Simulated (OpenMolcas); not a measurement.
# AlH2ClO (SMILES [OH][AlH][Cl]): Slater/cc-pVTZ (Cholesky decomposition), part 2 of 2

OpenMolcas 26.06. The steps go on from the part before.

**3. The doublet anion at the same level**

Contents of mol.inp:

```
&GATEWAY
 Coord
 5
 angstrom
 O       -1.110100       0.370900      -0.514400
 Al       0.431000       0.184900       0.137500
 Cl       1.114900      -1.725400       0.662800
 H       -1.719500      -0.349100      -0.669500
 H        1.333500       1.445000       0.342200
 Basis=cc-pVTZ
 Group=NoSym

&SEWARD
 High

&SCF
 UHF
 Charge=-1
 Spin=2
 KSDFT=HFS
 PrOrbitals=1 2
```

The run is started by

```console
$ export MOLCAS_MEM=1860
$ pymolcas mol.inp > mol.log
```

Standard output:

```text
--- Start Module: gateway ---

                                              &GATEWAY

                       available to each process: 1.9 GB of memory, 1 thread

++    Symmetry information:
      ---------------------

                    Character Table for C1

                             E
                    a        1  x, y, xy, Rz, z, xz, Ry, yz, Rx, I
--

++    Basis set information:
      ----------------------

      Basis set label: O.CC-PVTZ.........

      Electronic valence basis set:
      ------------------
      Associated Effective Charge   8.000000 au
      Associated Actual Charge      8.000000 au
      Nuclear Model: Point charge

      Shell  nPrim  nBasis  Cartesian Spherical Contaminant
         s      10       4        X
         p       5       3        X
         d       2       2                 X
         f       1       1                 X

      Basis set label: AL.CC-PVTZ.........

      Electronic valence basis set:
      ------------------
      Associated Effective Charge  13.000000 au
      Associated Actual Charge     13.000000 au
      Nuclear Model: Point charge

      Shell  nPrim  nBasis  Cartesian Spherical Contaminant
         s      15       5        X
         p       9       4        X
         d       2       2                 X
         f       1       1                 X

      Basis set label: CL.CC-PVTZ.........

      Electronic valence basis set:
      ------------------
      Associated Effective Charge  17.000000 au
      Associated Actual Charge     17.000000 au
      Nuclear Model: Point charge

      Shell  nPrim  nBasis  Cartesian Spherical Contaminant
         s      15       5        X
         p       9       4        X
         d       2       2                 X
         f       1       1                 X

      Basis set label: H.CC-PVTZ.........

      Electronic valence basis set:
      ------------------
      Associated Effective Charge   1.000000 au
      Associated Actual Charge      1.000000 au
      Nuclear Model: Point charge

      Shell  nPrim  nBasis  Cartesian Spherical Contaminant
         s       5       3        X
         p       2       2        X
         d       1       1                 X
--

++    Molecular structure info:
      -------------------------

                    ************************************************
                    **** Cartesian Coordinates / bohr, angstrom ****
                    ************************************************

     Center  Label                x              y              z                     x              y              z
        1      O1              -2.097785       0.700899      -0.972075             -1.110100       0.370900      -0.514400
        2      AL2              0.814472       0.349410       0.259837              0.431000       0.184900       0.137500
        3      CL3              2.106856      -3.260533       1.252510              1.114900      -1.725400       0.662800
        4      H4              -3.249384      -0.659703      -1.265172             -1.719500      -0.349100      -0.669500
        5      H5               2.519950       2.730654       0.646664              1.333500       1.445000       0.342200

                    ***************************************
                    *    InterNuclear Distances / bohr    *
                    ***************************************

               1 O1            2 AL2           3 CL3           4 H4            5 H5
    1 O1       0.000000
    2 AL2      3.181571        0.000000
    3 CL3      6.190374        3.960726        0.000000
    4 H4       1.806468        4.456331        6.464700        0.000000
    5 H5       5.297518        2.954422        6.035895        6.959515        0.000000

                    *******************************************
                    *    InterNuclear Distances / angstrom    *
                    *******************************************

               1 O1            2 AL2           3 CL3           4 H4            5 H5
    1 O1       0.000000
    2 AL2      1.683615        0.000000
    3 CL3      3.275805        2.095926        0.000000
    4 H4       0.955942        2.358189        3.420972        0.000000
    5 H5       2.803326        1.563413        3.194058        3.682817        0.000000
--

            Nuclear Potential Energy            129.30159074 au

--- Stop Module: gateway /rc=_RC_ALL_IS_WELL_ ---

--- Start Module: seward ---

                                              &SEWARD

                       available to each process: 1.9 GB of memory, 1 thread

               SEWARD will generate:
                  Multipole Moment integrals up to order  2
                  Kinetic Energy integrals
                  Nuclear Attraction integrals (point charge)
                  One-Electron Hamiltonian integrals
                  Velocity integrals
                  Orbital angular momentum around (  0.7674  -1.1417   0.4332 )
                  Velocity quadrupole around (  0.7674  -1.1417   0.4332 )
                  Cholesky decomposed two-electron repulsion integrals
                   - CD Threshold:   1.00E-08

                   Integrals are discarded if absolute value <: 1.00E-40
                   Integral cutoff threshold is set to       <: 1.00E-40

            Nuclear Potential Energy            129.30159074 au

      Basis set specifications :
      Symmetry species         a
      Basis functions          126

--- Stop Module: seward /rc=_RC_ALL_IS_WELL_ ---
--- Module seward spent 7 seconds ---

--- Start Module: scf ---

                                                &SCF

[... 17 lines left out ...]
      Nuclear repulsion energy =  129.30159074
[... 67 lines left out ...]
++ Convergence information
                               UHF HFS        iterations: Energy and convergence statistics
[... 24 lines left out ...]
       Convergence after  18 Iterations
[... 3 lines left out ...]
 *                                             SCF/KS-DFT Program, Final results                                             *
 *                                                       Final Results                                                       *
[... 180 lines left out ...]
      Title: Natural orbitals
[... 109 lines left out ...]
   57    1.3573    0.0000          7 O1     *px    ( 1.068),    35 AL2    *s     ( 1.111),    37 AL2    3px    ( 0.871),    43 AL2    *py    ( 1.249),
                                 115 H5     *s     (-1.720),

   58    1.3719    0.0000          4 O1     *s     ( 0.723),    10 O1     *py    ( 0.797),    37 AL2    3px    ( 0.768),    41 AL2    3py    (-0.588),
                                  43 AL2    *py    ( 0.932),    48 AL2    *d2-   ( 0.643),    69 CL3    *s     ( 0.701),   115 H5     *s     (-1.116),

[... 5 lines of this table left out ...]
   61    2.3217    0.0000          4 O1     *s     (-4.968),    33 AL2    3s     ( 4.094),    37 AL2    3px    (-4.301),    99 H4     1s     (-2.599),
                                 100 H4     *s     ( 4.430),

   62    1.1269    0.0000         10 O1     *py    ( 0.560),    59 AL2    *f2-   (-0.690),   100 H4     *s     ( 0.622),   121 H5     *pz    ( 0.974),

   63    1.6440    0.0000         33 AL2    3s     (-1.477),    71 CL3    3px    ( 0.880),    73 CL3    *px    (-0.893),   100 H4     *s     ( 1.170),
[... 4 lines of this table left out ...]
                                  43 AL2    *py    (-0.865),    73 CL3    *px    ( 0.767),   100 H4     *s     (-1.506),   101 H4     *s     (-1.429),
                                 115 H5     *s     ( 1.201),

   66    1.6508    0.0000         45 AL2    3pz    (-1.869),    46 AL2    *pz    ( 0.944),    47 AL2    *pz    ( 1.335),

   67    2.1947    0.0000          4 O1     *s     (-4.080),    33 AL2    3s     ( 4.792),    37 AL2    3px    (-4.881),    39 AL2    *px    ( 2.876),
[... 27 lines of this table left out ...]
                                  88 CL3    *d1+   (-0.446),    89 CL3    *d1+   ( 0.333),   100 H4     *s     (-0.364),   107 H4     *pz    (-0.325),
                                 121 H5     *pz    ( 0.355),

   78    2.8117    0.0000         41 AL2    3py    ( 5.439),   113 H5     1s     ( 5.746),   114 H5     *s     (-6.953),

   79    1.1210    0.0000         13 O1     *pz    (-0.375),    45 AL2    3pz    ( 0.572),    60 AL2    *f1-   (-0.499),    61 AL2    *f0    (-0.460),
[... 14 lines of this table left out ...]
   86    4.3172    0.0000         33 AL2    3s     ( 2.165),    37 AL2    3px    ( 3.699),    41 AL2    3py    ( 2.791),   113 H5     1s     ( 2.629),
                                 114 H5     *s     (-4.026),

   87    2.4737    0.0000         41 AL2    3py    ( 2.508),    69 CL3    *s     ( 1.562),    99 H4     1s     (-2.129),   100 H4     *s     ( 1.645),

   88    4.0178    0.0000          4 O1     *s     (-3.223),    33 AL2    3s     ( 5.365),    69 CL3    *s     (-2.908),
[... 4 lines of this table left out ...]
                                  39 AL2    *px    (-1.388),    41 AL2    3py    ( 1.561),    43 AL2    *py    (-0.997),    71 CL3    3px    (-1.203),
                                  73 CL3    *px    ( 0.975),

   91    6.5594    0.0000          2 O1     2s     (-2.114),     4 O1     *s     ( 3.832),    33 AL2    3s     (-3.057),    37 AL2    3px    ( 3.716),
                                  39 AL2    *px    (-1.955),    99 H4     1s     (-3.413),   100 H4     *s     ( 2.150),   101 H4     *s     ( 2.048),

   92    5.7372    0.0000          7 O1     *px    ( 1.075),    33 AL2    3s     (-1.526),    37 AL2    3px    ( 1.882),    39 AL2    *px    (-1.250),
                                  99 H4     1s     ( 2.141),

   93    5.3890    0.0000          4 O1     *s     (-1.551),    33 AL2    3s     ( 1.091),   100 H4     *s     ( 1.341),

   94    3.6469    0.0000         33 AL2    3s     (-2.031),    69 CL3    *s     ( 1.498),
[... 23 lines of this table left out ...]
  104    3.3767    0.0000          4 O1     *s     (-0.673),    37 AL2    3px    (-1.256),    39 AL2    *px    ( 0.763),    41 AL2    3py    (-1.090),
                                 114 H5     *s     ( 0.758),

  105    3.8374    0.0000          4 O1     *s     ( 2.551),     8 O1     2py    ( 1.660),     9 O1     *py    (-2.034),    33 AL2    3s     (-2.750),
                                  69 CL3    *s     ( 1.924),   100 H4     *s     (-2.659),   105 H4     *py    (-1.541),

[... 5 lines of this table left out ...]
  108    2.3236    0.0000         92 CL3    *f3-   (-0.397),    93 CL3    *f2-   ( 0.520),    95 CL3    *f0    (-0.277),    96 CL3    *f1+   (-0.351),
                                  97 CL3    *f2+   (-0.439),

  109    3.3749    0.0000        108 H4     *d2-   ( 0.304),   109 H4     *d1-   (-0.514),   110 H4     *d0    ( 0.551),   111 H4     *d1+   ( 0.476),

  110    2.8814    0.0000         37 AL2    3px    (-2.227),    99 H4     1s     ( 4.318),   100 H4     *s     (-3.671),
[... 5 lines of this table left out ...]
  113    4.3819    0.0000          4 O1     *s     (-2.167),     8 O1     2py    (-1.645),     9 O1     *py    ( 2.157),    37 AL2    3px    (-1.970),
                                 100 H4     *s     ( 1.262),

  114    2.0287    0.0000          4 O1     *s     ( 0.605),    33 AL2    3s     (-0.711),    45 AL2    3pz    ( 1.070),    47 AL2    *pz    (-0.623),
                                  79 CL3    3pz    (-0.797),    80 CL3    *pz    ( 0.598),    85 CL3    *d1-   (-0.586),

  115    3.8881    0.0000         11 O1     2pz    ( 1.539),    12 O1     *pz    (-1.330),   106 H4     *pz    ( 0.798),   107 H4     *pz    (-0.923),

  116    4.1904    0.0000          4 O1     *s     (-1.238),    33 AL2    3s     ( 0.778),    37 AL2    3px    (-1.060),    58 AL2    *f3-   ( 0.827),
                                  69 CL3    *s     ( 0.732),   116 H5     *px    ( 0.715),   117 H5     *px    (-0.942),   119 H5     *py    ( 0.644),
                                 126 H5     *d2+   ( 0.658),

  117    6.7772    0.0000         11 O1     2pz    ( 0.543),    12 O1     *pz    (-0.924),    17 O1     *d1-   ( 0.732),    21 O1     *d1+   ( 0.681),
                                  25 O1     *f2-   (-0.760),    27 O1     *f0    ( 0.574),   106 H4     *pz    ( 0.625),   107 H4     *pz    ( 0.476),
                                 109 H4     *d1-   ( 0.693),   111 H4     *d1+   ( 0.500),
[... 12 lines of this table left out ...]
  123    6.5235    0.0000         16 O1     *d1-   (-1.054),    17 O1     *d1-   ( 0.573),

--

++    Molecular properties:
      ---------------------

      Charge (e):
                      =   -1.0000
      Dipole Moment (debye):
      Origin of the operator (angstrom)=    0.4061   -0.6042    0.2292
                   X= -1.6432E+00               Y= -3.5468E+00               Z= -2.1278E-01           Total=  3.9148E+00
      Center of Charge (angstrom)
                     X=    0.74818023               Y=    0.13427114               Z=    0.27353302
      Quadrupole Moment (debye*angstrom):
      Origin of the operator (angstrom)=    0.4061   -0.6042    0.2292
                  XX= -3.9803E+01              XY=  2.8589E+00              XZ=  1.5222E+00              YY= -4.7413E+01
                  YZ=  1.5467E+00              ZZ= -4.4026E+01
      In traceless form (debye*angstrom)
                  XX=  5.9162E+00              XY=  4.2883E+00              XZ=  2.2833E+00              YY= -5.4984E+00
                  YZ=  2.3200E+00              ZZ= -4.1777E-01
--

--- Stop Module: scf /rc=_RC_ALL_IS_WELL_ ---
--- Module scf spent 7 seconds ---

.##################.
.# Happy landing! #.
.##################.

    Timing: Wall=14.78 User=13.93 System=0.84
```

Run time: 15 s. Hardware: 1 thread of Arm Neoverse V2, shared host.

Atomic charges (e):

| atom | Mulliken |
| --- | --- |
| O1 | -0.296 |
| Al2 | -0.460 |
| Cl3 | -0.316 |
| H4 | +0.140 |
| H5 | -0.068 |

**4. Results**

This closing draws on all 2 parts.

Level: Slater/cc-pVTZ (Cholesky decomposition).

| quantity | value |
| --- | --- |
| singlet AlH2ClO: total energy | -773.16861 Eh |
| singlet AlH2ClO: dipole moment | 0.92 D |
| singlet AlH2ClO: HOMO energy | -6.54 eV |
| singlet AlH2ClO: LUMO energy | -0.78 eV |
| singlet AlH2ClO: HOMO–LUMO gap | 5.76 eV |
| doublet anion: total energy | -773.11212 Eh |
| doublet anion: HOMO energy (highest over α and β) | 3.97 eV |
| doublet anion: LUMO energy (lowest over α and β) | 4.43 eV |
| doublet anion: ⟨S²⟩ | 0.756 |
| vertical electron affinity (to the doublet anion) | -1.537 eV |

**Reading.** The anion lies 1.54 eV (148 kJ/mol) above the neutral: the electron isn't bound at this level, and such a value depends on the basis. Without diffuse functions anions come out too high. Mulliken charges (singlet AlH2ClO) run from -0.26 on O1 to +0.28 on Al2. The HOMO (doublet anion) lies at positive energy, 3.97 eV, as semi-local functionals often give for anions; only total energies tell whether the electron is bound.
